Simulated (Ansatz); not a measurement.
# The phosphorus atom (quartet): from Hartree-Fock to the top rungs, 6-31G

How much of the correlation energy of the phosphorus atom (quartet) does each wave-function method recover here?

The runs use Ansatz 0.2.0, Gaussian basis; 6-31G, core rule «outside noble gas», up to 5 orbitals frozen.

Plan: UHF; CCSD(T) on ROHF; Full CI.

## 1. The atom

A free atom, in its lowest state of this spin that the program finds.

1 atom, charge 0, spin multiplicity 4.

## 2. UHF

in.yaml

```yaml
crystal:
  periodic: [false, false, false]
  atoms:
    - {symbol: P, position_ang: [0.000000, 0.000000, 0.000000]}
basis:
  gaussian: {orbitals: 6-31G}
magnetization: {spin_polarized: true, initial_magnetization: 3}
hamiltonian: {xc: hf}
output: {orbitals: {seedname: orbitals}}
```

The run is started by

```console
> ansatz run in.yaml --threads 1 --pin off --events-out ev --progress --plain --max-ram 2393MiB
```

The runs that follow: CCSD(T) on ROHF; Full CI.

Q: Predict the results of all the runs planned. Wanted: FCI below the RHF energy; RMP2 from FCI; RCCSD from FCI; RCCSD(T) from FCI; T1 diagnostic; effectively unpaired electrons.

The runs gave:

```
                         quantity            value
         FCI below the RHF energy       -0.4354 eV
                    RMP2 from FCI       +124.4 meV
                   RCCSD from FCI         +3.7 meV
                RCCSD(T) from FCI         +1.0 meV
levels within 1 kcal/mol (43 meV)  RCCSD, RCCSD(T)
                    T1 diagnostic            0.006
   effectively unpaired electrons             3.00
```

**Reading.** RCCSD(T) misses by +1.0 meV, 0.2 % of the correlation energy. One determinant dominates. These misses are within one basis, not against nature.
